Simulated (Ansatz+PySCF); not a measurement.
Values are calculated unless marked as measured or tabulated.
## PySCF 2.14.0 run

```python
from pyscf import gto, scf

mol = gto.M(atom="""
O 0.000000 0.000000 -0.119660
H 0.000000 0.754170 0.478650
H 0.000000 -0.754170 0.478650
O 30.051190 0.060350 0.089750
H 30.137620 -0.873010 -0.129590
H 29.452860 0.390180 -0.588450
""", basis='sto-3g', charge=1, spin=1)
mf = scf.UHF(mol)
mf.kernel()
print(mf.converged, mf.e_tot, mf.spin_square()[0])
```

The script is written out from the run's settings.

Output:

```
Converged                       : yes
Total energy                    : -149.62089 hartree
Spin squared of the determinant : 0.755
Cycles                          : 8
```
